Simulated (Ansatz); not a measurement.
# AlSiH6 (doublet): wave-function methods side by side at distance Al1–H4 along a hydrogen transfer = 1.642 Å, cc-pVDZ

How much of the correlation energy of AlSiH6 (doublet) does each wave-function method recover here?

Method: cc-pVDZ, core rule «outside noble gas», up to 10 orbitals frozen; program: Ansatz 0.2.0, Gaussian basis.

To be run: UHF; CCSD(T) on ROHF; CCSD(T) on UHF; BCCD(T) on ROHF; CISD; CCSDT(Q) on ROHF; CCSDT(Q) on UHF; CASSCF and MRCISD+Q, 3 electrons in 3 orbitals; CASSCF and NEVPT2, 3 electrons in 3 orbitals; CASSCF and MRCISD+Q, 9 electrons in 9 orbitals; CASSCF and NEVPT2, 9 electrons in 9 orbitals.

### Step 1. The geometry

The geometry derives from fragments relaxed apart (PBE0/def2-TZVP) and kept rigid, so it is no stationary point. A hydrogen atom is moved between rigid fragments.

8 atoms, charge 0, spin multiplicity 2.

Atoms are counted from 1 here; the program's logs count them from 0.

Bond lengths: Al1–H2 1.586 Å, Al1–H3 1.586 Å, Al1–H4 1.642 Å, Si5–H6 1.486 Å, Si5–H7 1.486 Å, Si5–H8 1.486 Å. Angles: H2–Al1–H3 120.0°, H2–Al1–H4 120.0°, H3–Al1–H4 120.0°, H6–Si5–H7 111.3°, H6–Si5–H8 111.3°, H7–Si5–H8 111.3°.

### Step 2. UHF

Contents of in.yaml:

```yaml
crystal:
  periodic: [false, false, false]
  atoms:
    - {symbol: Al, position_ang: [-1.764588, 0.000000, 0.000000]}
    - {symbol: H, position_ang: [-2.557511, 1.373384, 0.000000]}
    - {symbol: H, position_ang: [-2.557512, -1.373384, 0.000001]}
    - {symbol: H, position_ang: [-0.122588, 0.000000, 0.000000]}
    - {symbol: Si, position_ang: [1.656412, 0.000000, 0.000000]}
    - {symbol: H, position_ang: [2.106385, -1.416253, 0.000000]}
    - {symbol: H, position_ang: [2.106386, 0.708126, -1.226512]}
    - {symbol: H, position_ang: [2.106387, 0.708127, 1.226511]}
basis:
  gaussian: {orbitals: cc-pVDZ}
magnetization: {spin_polarized: true, initial_magnetization: 1}
hamiltonian: {xc: hf}
output: {orbitals: {seedname: orbitals}}
```

Run with:

```bash
ansatz run in.yaml --threads 1 --pin off --events-out ev --progress --plain --max-ram 2816MiB --backend cpu
```

The runs that follow: CCSD(T) on ROHF; CCSD(T) on UHF; BCCD(T) on ROHF; CISD; CCSDT(Q) on ROHF; CCSDT(Q) on UHF; CASSCF and MRCISD+Q, 3 electrons in 3 orbitals; CASSCF and NEVPT2, 3 electrons in 3 orbitals; CASSCF and MRCISD+Q, 9 electrons in 9 orbitals; CASSCF and NEVPT2, 9 electrons in 9 orbitals.

Q: Predict the results of all the runs planned. Wanted: UCCSDT(Q) below the RHF energy; RMP2 from UCCSDT(Q); UMP2 from UCCSDT(Q); RCCSD from UCCSDT(Q); RCCSD(T) from UCCSDT(Q); UCCSD(T) from UCCSDT(Q); RCCSDT(Q) from UCCSDT(Q); NEVPT2 frontier from UCCSDT(Q); T1 diagnostic.

**Answer**, as computed:

```
                         quantity                                                   value
   UCCSDT(Q) below the RHF energy                                              -6.6833 eV
              RMP2 from UCCSDT(Q)                                           +148.0 kJ/mol
              UMP2 from UCCSDT(Q)                                           +149.8 kJ/mol
             RCCSD from UCCSDT(Q)                                            +16.2 kJ/mol
          RCCSD(T) from UCCSDT(Q)                                             +3.6 kJ/mol
          UCCSD(T) from UCCSDT(Q)                                             +3.7 kJ/mol
         RCCSDT(Q) from UCCSDT(Q)                                              0.0 kJ/mol
   NEVPT2 frontier from UCCSDT(Q)                                           +143.4 kJ/mol
levels within 1 kcal/mol (43 meV)  RCCSD(T), UCCSD(T), BCCD(T), RCCSDT, UCCSDT, RCCSDT(Q)
                    T1 diagnostic                                                   0.017
```

RCCSD(T) misses by +3.6 kJ/mol, 0.6 % of the correlation energy. These misses are within one basis, not against nature; the frozen cores of restricted and unrestricted runs differ, which can shift their rows.
